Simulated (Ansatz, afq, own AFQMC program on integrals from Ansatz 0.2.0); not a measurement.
**CH2Si, singlet → CH2Si⁺, doublet**

```xyz
4

Si    0.0000    0.0000    0.4697
C     0.0000    0.0000   -1.3049
H     0.0000    1.2713    1.2312
H     0.0000   -1.2713    1.2312
```

Connectivity, by distances: SiH2–C.

E(doublet, charge +1) − E(singlet, charge +0) at this geometry, on RHF and ROHF determinants.

Basis cc-pVDZ. Noble-gas cores (and the filled d shells of Ga–Kr and In–Xe) are frozen. AFQMC by an in-house program on the Cholesky factors that Ansatz 0.2.0 writes for its CCSD(T) run. The CISD trial takes its coefficients from CCSD amplitudes. Released means that phaseless walkers are propagated on without the constraint, phases kept. Uncertainties: one standard error, sampling alone. The errors of all members are added in quadrature.

No full CI on the walks' own integrals is used here; CCSDT(Q) serves as the reference and is uncertain by about the last step of the cluster series. Each member takes its own surest rung, up to full CI.

Errors are counted within cc-pVDZ, not against nature.

Cautions: CH₂Si (singlet): restricted determinant unstable towards unrestricted (UHF 551 meV lower, ⟨S²⟩ 1.12), strong correlation (T1 0.024, weight of the determinant 0.84, largest double 0.17), its ph-AFQMC/CISD value lies 33 ± 5 meV above CCSDTQ; CH₂Si⁺ (doublet): higher spins were not checked, a spin-contaminated unrestricted determinant lies lower (UHF 578 meV lower, ⟨S²⟩ 1.48), the released energies move by 1.5 errors or more from one time to the next, so no released level is given (meV from the phaseless value at times in 1/Eh: -10 ± 3 at 0.24, -15.0 ± 2.3 at 0.51, -20 ± 3 at 0.99, -18 ± 4 at 1.62, -30 ± 4 at 2.40), though the last usable value meets CCSDT(Q) within the noise, the ph-AFQMC/CISD walk drifts between its halves (2.1 errors), its ph-AFQMC/CISD value lies 23 ± 3 meV above CCSDT(Q).

Reference (CCSDT(Q)): 9.090 eV.

```tsv
level	vertical ionization energy (eV)	error against CCSDT(Q) (eV)
HF	7.755	-1.335
MP2	9.022	-0.068
CCSD	8.959	-0.131
CCSD(T)	9.077	-0.013
CCSDT	9.074	-0.016
ph-AFQMC/CISD	9.080 ± 0.006	-0.010 ± 0.006
```

Correlation beyond CCSD(T) adds 0.013 eV. The perturbative (T) step is worth +0.118 eV. Where the cautions show a poor determinant, the low rows tell how each method copes with it, not its usual error.

A walk keeps the symmetry of its determinant, which the program's search chose and which needn't be the lowest solution, so a lower state of the same spin and another symmetry isn't excluded.
